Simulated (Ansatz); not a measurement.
# C3O: the cost of one run

Computed with the Python package of Ansatz 0.2.0. Level of theory: r2SCAN/def2-SVP.

**1. The structure**

Bond lengths: C1–C2 1.205 Å, C2–C3 1.412 Å, C3–O4 1.128 Å. Angles: C1–C2–C3 180.0°, C2–C3–O4 180.0°.

The script holds or builds the structure itself.

**2. Script**

File run_freq.py:

```python
'''Vibrations and zero-point energy of C3O.'''

import itertools

import ansatz as az
from ase import Atoms
from ase.data import atomic_numbers, covalent_radii
from ase.thermochemistry import IdealGasThermo
import numpy as np

atoms = Atoms(['C', 'C', 'C', 'O'], positions=[
    (1.8002, -0.5143, 0.2733),
    (0.6533, -0.1867, 0.0992),
    (-0.6901, 0.1972, -0.1047),
    (-1.7634, 0.5038, -0.2677),
])
geometry = az.Crystal.molecule_from_ase(atoms)

model = geometry.calculation()
model = model.basis(gaussian='def2-SVP')
model = model.functional('r2scan')
model = model.scf(lower_state_search='standard')
symbols = [site.symbol for site in geometry.cartesian_sites]
start = np.array([site.position_ang for site in geometry.cartesian_sites], dtype=float)
summary = model.relax(force_tolerance=0.003).run(threads=1).report
end = np.array(summary['positions_ang'])

# pairs closer than 1.2 times the sum of covalent radii, before or after
radius = [covalent_radii[atomic_numbers[s]] for s in symbols]
span = lambda where, i, j: np.linalg.norm(where[i] - where[j])
bonded = [(i, j) for i, j in itertools.combinations(range(len(symbols)), 2) if min(span(start, i, j), span(end, i, j)) < 1.2 * (radius[i] + radius[j])]
print('pair        before    after (A)')
for i, j in bonded:
    print(f'{symbols[i]}{i}-{symbols[j]}{j}'.ljust(10), f'{span(start, i, j):8.4f} {span(end, i, j):8.4f}')

# same settings at the minimum
minimum = az.Crystal.molecule()
for symbol, place in zip(symbols, end):
    minimum = minimum.atom(symbol, place.tolist())
vibrating = minimum.calculation()
vibrating = vibrating.basis(gaussian='def2-SVP')
vibrating = vibrating.functional('r2scan')
vibrating = vibrating.scf(lower_state_search='standard').phonons(temperatures=(100, 500, 100))
vib = vibrating.run(threads=1).report['vibrations']
sums = vib['harmonic_sums']
modes = [m['omega_inv_cm'] for m in sums['modes_at_gamma'] if m['rigid_motion'] == 'no']
print('frequencies (1/cm):', ' '.join(f'{w:.0f}' for w in modes))
print('imaginary modes:', sum(w < 0 for w in modes), ' zero-point energy:', round(sums['zero_point_energy_ev'], 4), 'eV')
# rigid rotor and ideal gas, symmetry number taken as one
gas = IdealGasThermo(vib_energies=[w / 8065.544 for w in modes if w > 0], geometry='linear' if len(modes) == 3 * len(symbols) - 5 else 'nonlinear',
                     atoms=Atoms(symbols, positions=end), symmetrynumber=1, spin=0.0)
print(f'H(298 K) - E = {gas.get_enthalpy(298.15, verbose=False):.4f} eV')
print(f'S(298 K, 1 bar) = {96485.33 * gas.get_entropy(298.15, 1e5, verbose=False):.1f} J/(mol K) with symmetry number 1')
```

**3. What the engine is handed**

The engine receives this input (first run):

```yaml
crystal:
  periodic: [false, false, false]
  atoms:
    - { symbol: C, position_ang: [1.8002, -0.5143, 0.2733] }
    - { symbol: C, position_ang: [0.6533, -0.1867, 0.0992] }
    - { symbol: C, position_ang: [-0.6901, 0.1972, -0.1047] }
    - { symbol: O, position_ang: [-1.7634, 0.5038, -0.2677] }
basis:
  gaussian:
    orbitals: def2-SVP
hamiltonian:
  xc: r2scan
scf:
  lower_state_search: standard
relax:
  f_tol: 0.003
```

**4. The run**

The run is started by

```sh
> python run_freq.py
```

**Question.** How long does this script take on 1 thread of Arm Neoverse V1, shared host, and how much memory does it need?

About 43 s, with a peak of 0.22 GiB.
